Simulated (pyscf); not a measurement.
PySCF, gas phase, ωB97X-D3(BJ)/def2-SVP geometries. Correlated levels are frozen-core, on RHF or UHF. ΔMP2 is the change of the MP2 total energy from the triple- to the quadruple-zeta basis.

Q: For the elementary gas-phase step H₃C–B(OH)–OH → O=B–OH + CH₄ (singlet surface; B–C, H–O broken, C–H formed), what barrier and reaction energy does CCSD(T)/def2-TZVPP + ΔMP2(QZVPP) give, measured from the reactant's lowest minimum found?

A: ΔE‡ = 296.3 kJ/mol, ΔE = +104.3 kJ/mol. Zero-point energy shifts the barrier by -17.3 kJ/mol. It is an elimination, with an imaginary mode of 1559i cm⁻¹. On the reactant side the descent ends in a point that may be a rotor saddle (no frequency run), 9.1 kJ/mol over the lowest minimum found and 285.2 kJ/mol under the saddle at ωB97X-D3(BJ)/def2-TZVP. One saddle was located; it need not be the lowest between these sides. The CCSD(T) − MP2 part came from Ansatz, without density fitting, on the same reference.
